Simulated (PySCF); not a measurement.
**Bond length, frequency and bond energy of C₂⁺ by level of theory**

State: ⁴Σg⁻ (quartet), unpaired electrons σ ↑, π ↑↑. Set-up: basis C pcseg-1; no relativity; PySCF 2.14. De refers to C⁺ + C in their high-spin ground configurations, without counterpoise correction. The functionals are run spin-unrestricted.

| Level | Re (Å) | ωe (cm⁻¹) | De (eV) |
| --- | --- | --- | --- |
| UHF | 1.372 | 1500 | 3.23 |
| UHF-MP2 | 1.399 | 1436 | 5.33 |
| UHF-SCS-MP2 | 1.384 | 1530 | 4.90 |
| UHF-CCSD | 1.400 | 1412 | 4.97 |
| UHF-CCSD(T) | 1.408 | 1382 | 5.23 |
| PBE | 1.417 | 1310 | 6.42 |
| BLYP | 1.423 | 1275 | 6.02 |
| r²SCAN | 1.408 | 1343 | 5.96 |
| B3LYP | 1.404 | 1353 | 5.63 |
| PBE0 | 1.398 | 1392 | 5.81 |
| M06-2X | 1.396 | 1398 | 5.61 |
| LC-ωPBE | 1.388 | 1447 | 5.51 |

The bond length runs from 1.372 Å (UHF) to 1.423 Å (BLYP). De spans 3.23 eV (UHF, mean field) to 6.42 eV (PBE, GGA). Correlation at CCSD(T) changes the Hartree–Fock bond energy by +2.00 eV; the triples alone change it by +0.26 eV.

Correlated steps freeze 2 core orbitals. Correlated levels converge slowly with the basis: in double zeta they bind strong bonds too weakly, by up to about 1 eV, and carry superposition errors of some tenths. The state is the lowest determinant that a PBE0 search found; another state may lie lower at other levels.
